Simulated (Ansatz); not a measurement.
# C2H5S2 radical: one species, many methods

An exercise on one series of results from a longer session: the logs are not shown, and one member is left open.

Program: Ansatz 0.2.0, Gaussian basis. Level of theory: functionals in def2-TZVPP, the program's frozen cores in correlated methods. These are calculated values, not measurements.

Levels to be run: LDA (SPW92), PBE-D4, revPBE-D4, BLYP-D4, r2SCAN-D4, B97M-V, PBE0-D4, B3LYP-D4, r2SCANh-D4, r2SCAN0-D4, HSE06-D4, BHLYP-D4, CAM-B3LYP-D4, LC-ωPBE, ωB97X-V, ωB97M-V, B2PLYP, PBE-QIDH; CCSD(T)/def2-SVP; CCSD(T)/def2-TZVPP; MP2/def2-QZVPP; extrapolation to the limit; RPA on PBE.

## Structure used throughout

All runs share one geometry, relaxed beforehand with PBE0-D4 in a triple-zeta def2 set.

9 atoms, charge 0, spin multiplicity 2.

Atoms are counted from 1 here; the program's logs count them from 0.

Bond lengths: C1–S2 1.701 Å, C1–H5 1.082 Å, C1–H6 1.081 Å, S2–S3 2.040 Å, S3–C4 1.805 Å, C4–H7 1.089 Å, C4–H8 1.089 Å, C4–H9 1.092 Å. Angles: S2–C1–H5 116.9°, S2–C1–H6 120.8°, H5–C1–H6 121.5°, C1–S2–S3 104.2°, S2–S3–C4 102.3°, S3–C4–H7 110.6°, S3–C4–H8 110.8°, S3–C4–H9 106.0°, H7–C4–H8 110.6°, H7–C4–H9 109.3°, H8–C4–H9 109.5°.

The first run:

in.yaml

```yaml
crystal:
  periodic: [false, false, false]
  atoms:
    - {symbol: C, position_ang: [-0.266060, 1.444257, -1.324481]}
    - {symbol: S, position_ang: [1.223318, 0.811475, -0.799086]}
    - {symbol: S, position_ang: [0.892383, 0.305918, 1.149527]}
    - {symbol: C, position_ang: [0.031826, -1.272838, 0.996455]}
    - {symbol: H, position_ang: [-0.409320, 1.537386, -2.393011]}
    - {symbol: H, position_ang: [-0.958368, 1.885887, -0.621314]}
    - {symbol: H, position_ang: [-0.902037, -1.148442, 0.449500]}
    - {symbol: H, position_ang: [0.664764, -2.013285, 0.509090]}
    - {symbol: H, position_ang: [-0.188005, -1.596857, 2.016221]}
basis:
  gaussian: {orbitals: def2-TZVPP}
magnetization: {spin_polarized: true, initial_magnetization: 1}
hamiltonian: {xc: lda}
output: {orbitals: {seedname: orbitals}}
```

Run with:

```bash
$ ansatz run in.yaml --threads 4 --pin off --events-out ev --progress --plain --max-ram 10444MiB
```

Among the steps run: LDA; PBE-D4 (GGA); revPBE-D4 (GGA); BLYP-D4 (GGA); r2SCAN-D4 (meta-GGA); B97M-V (meta-GGA); PBE0-D4 (hybrid); B3LYP-D4 (hybrid); r2SCANh-D4 (hybrid); r2SCAN0-D4 (hybrid); HSE06-D4 (hybrid); BHLYP-D4 (hybrid); CAM-B3LYP-D4 (range-separated); LC-ωPBE (range-separated); ωB97X-V (range-separated); ωB97M-V (range-separated); B2PLYP (double hybrid); PBE-QIDH (double hybrid).

One table of the session follows, with a row left open; its other results are not shown here.

It belongs to the step «Orbital energies across the functionals». 

| functional | HOMO (eV) | LUMO (eV) | gap (eV) |
| --- | --- | --- | --- |
| LDA (SPW92) | -4.22 | -3.23 | 0.99 |
| PBE-D4 | -4.20 | -2.79 | 1.41 |
| revPBE-D4 | -4.15 | -2.67 | 1.49 |
| BLYP-D4 | -4.01 | -2.71 | 1.30 |
| r2SCAN-D4 | -4.56 | -2.28 | 2.29 |
| B97M-V | -4.42 | -2.51 | 1.91 |
| PBE0-D4 | ? | ? | ? |
| B3LYP-D4 | -5.17 | -2.02 | 3.15 |
| r2SCANh-D4 | -5.03 | -1.89 | 3.14 |
| r2SCAN0-D4 | -5.73 | -1.31 | 4.42 |
| HSE06-D4 | -5.05 | -2.06 | 2.99 |
| BHLYP-D4 | -6.54 | -0.56 | 5.99 |
| CAM-B3LYP-D4 | -6.74 | -0.61 | 6.13 |
| LC-ωPBE | -8.19 | 0.73 | 8.91 |
| ωB97X-V | -7.68 | 0.36 | 8.03 |
| ωB97M-V | -7.45 | 0.21 | 7.66 |

Q: Estimate the row for PBE0-D4 from the others.

**Answer.** HOMO (eV): -5.46; LUMO (eV): -1.67; gap (eV): 3.78. In the column «HOMO (eV)» it lies between r2SCAN0-D4 (-5.73) and B3LYP-D4 (-5.17).
